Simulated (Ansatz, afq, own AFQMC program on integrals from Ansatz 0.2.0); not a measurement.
Integrals from Ansatz 0.2.0, then the random walk in our own AFQMC program (afq).

```yaml
crystal:
  periodic: [false, false, false]
  atoms:
    - {symbol: Zr, position_ang: [0.545516, -0.569457, -0.549025]}
    - {symbol: Cl, position_ang: [2.412328, -1.752354, 0.266724]}
    - {symbol: Cl, position_ang: [-1.804195, -0.715284, -1.357816]}
    - {symbol: I, position_ang: [-0.613849, 2.051595, -1.309684]}
basis:
  gaussian: {orbitals: def2-TZVP}
magnetization: {spin_polarized: true, initial_magnetization: 3}
correlation: {method: ccsd_t, electrons: outside_noble_gas, hamiltonian_folder: ham}
```

```sh
$ ansatz run in.yaml --threads 2 --pin off --events-out ev --progress --plain --max-ram 49920MiB --backend cuda --devices 0, --max-vram 37GiB
```

afq runs on the folder ham with

```
--method phaseless --trial cisd --walkers 400 --populations 10 --least-time 60 --time-step 0.005 --steps-per-block 50 --equilibration-blocks 40 --max-blocks 4000 --target-error 0.0003 --factor-cut 1e-05 --start spin_pure --seed 712 --release-times 0.24,0.48,0.8,1.2 --release-step 0.04 --release-every 5 --taylor-order 6
```

Times are imaginary, in 1/Eh. The walk had a cap of 356 s. With eight or more populations the least sampling time is a fifth of least-time, and the error comes from their spread. Filled inner d shells are frozen with the cores. Core potentials past Kr, no spin–orbit coupling.

Output of the walk:

```
orbitals 141  electrons 14 11  factors 1118 of 1267
reference energy -1262.35071038 Eh
CCSD correlation -0.60795939 Eh in 20 cycles, weight of the determinant in the CISD state 0.7652
energy of the start -1262.957321 Eh
 block  time / (1/Eh)  mean weight  energy / Eh
     1     0.250  1.0010  -1262.933638
     2     0.500  0.9998  -1262.944214
     3     0.750  1.0012  -1262.957802
     4     1.000  0.9988  -1262.961965
     5     1.250  1.0008  -1262.968991
     8     2.000  1.0012  -1262.984680
    13     3.250  1.0001  -1262.995289
    31     7.750  0.9988  -1262.984119
    49    12.250  0.9997  -1262.991236
    67    16.750  0.9992  -1262.993248
    85    21.250  1.0005  -1262.987507
   103    25.750  0.9997  -1262.990951
   109    27.250  1.0014  -1262.999049
   121    30.250  0.9998  -1262.977233
   139    34.750  0.9993  -1262.991076
   157    39.250  0.9999  -1262.987650
   175    43.750  1.0006  -1262.996238
   193    48.250  0.9987  -1262.991391
   211    52.750  1.0000  -1262.989948
   229    57.250  1.0004  -1262.995089
   247    61.750  0.9990  -1262.984759
   265    66.250  0.9991  -1262.986233
   271    67.750  0.9988  -1262.988143
error from the spread of 10 populations
released: time / (1/Eh)  energy / Eh  error  mean overlap
  0.24  -1262.988717  0.000633  0.9873
  0.48  -1262.988492  0.000843  0.9949
  0.80  -1262.989261  0.000947  0.9914
  1.20  -1262.990301  0.000846  0.9887
energy -1262.988165 +/- 0.000635 Eh
(rows thinned)
```

The run passed its tests (sampling time, drift between the halves within three errors, error under three times the target), which doesn't prove that it has relaxed, ending at its cap on processor time.

Against this walk (error 17.3 meV) on the same determinant: CCSD(T) 56.1 meV higher. The error is statistical and leaves out the bias of the constraint. None of these is a sure reference here. The released energies are still falling (meV from the phaseless value at times in 1/Eh: -15 ± 17 at 0.24, -9 ± 23 at 0.48, -30 ± 26 at 0.80, -58 ± 23 at 1.20), so they give no level.

Cautions: constraint bias not in the error; error above the target (17.3 against 8.2 meV); no spin-orbit coupling; outer-core shells of the metal frozen; inner d shell frozen; higher spins were not checked.

The walk took 5.9 min on 1 × NVIDIA H100 80GB HBM3 with 4 threads of AMD EPYC 7R13 Processor (Zen 3), with other jobs on the host (the card was shared). The log's last line is the phaseless energy.
